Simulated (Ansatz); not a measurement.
HCO, doublet: reading a ladder of total energies

Geometry: a PBE0/def2-TZVP stationary point for this spin, not checked as a minimum.

```yaml
atoms:
  - { symbol: O, position_ang: [0.0000, 0.0746, 0.5425] }
  - { symbol: C, position_ang: [0.0000, -0.1522, -0.6041] }
  - { symbol: H, position_ang: [0.0000, 0.6297, -1.4126] }
```

Basis cc-pVDZ; Ansatz 0.2.0. Correlated methods freeze the noble-gas cores, which leaves 11 electrons in 31 orbitals. R marks a restricted (for open shells ROHF) determinant, U an unrestricted one.

Full CI isn't at hand for all of this; UCCSDTQ serves as the reference, and is uncertain by the last step of the cluster series or more.

UCCSD has a T1 diagnostic of 0.022 and a largest doubles amplitude of 0.10.

Runs differ by some tens of microhartree through their thresholds and, for an open shell, their frozen cores, so steps under 0.03 kcal/mol mean nothing.

| level | total energy (hartree) |
| --- | --- |
| UHF | -113.259391 |
| UMP2 | -113.553514 |
| UCCSD | -113.565153 |
| UCCSD(T) | -113.575404 |
| UCCSDT | -113.576083 |
| UCCSDT(Q) | -113.577172 |
| UCCSDTQ | -113.576997 |

Problem. What is the correlation energy at UCCSDTQ, and what share of it do UMP2 and UCCSDT recover?

Solution. E(corr) = -113.576997 − (-113.259391) = -0.317606 hartree = -8.642 eV. UMP2: -0.294123 / -0.317606 = 92.61 %. UCCSDT: -0.316692 / -0.317606 = 99.71 %.

Problem. By how many kcal/mol does UCCSD(T) miss UCCSDTQ (1 hartree = 627.509 kcal/mol), and which steps make up the rest?

Solution. -113.575404 − (-113.576997) = 0.001593 hartree = 1.00 kcal/mol. Steps: UCCSDT − UCCSD(T) = -0.43, UCCSDT(Q) − UCCSDT = -0.68, UCCSDTQ − UCCSDT(Q) = 0.11 kcal/mol. Differences between like states or geometries often cancel part of this.
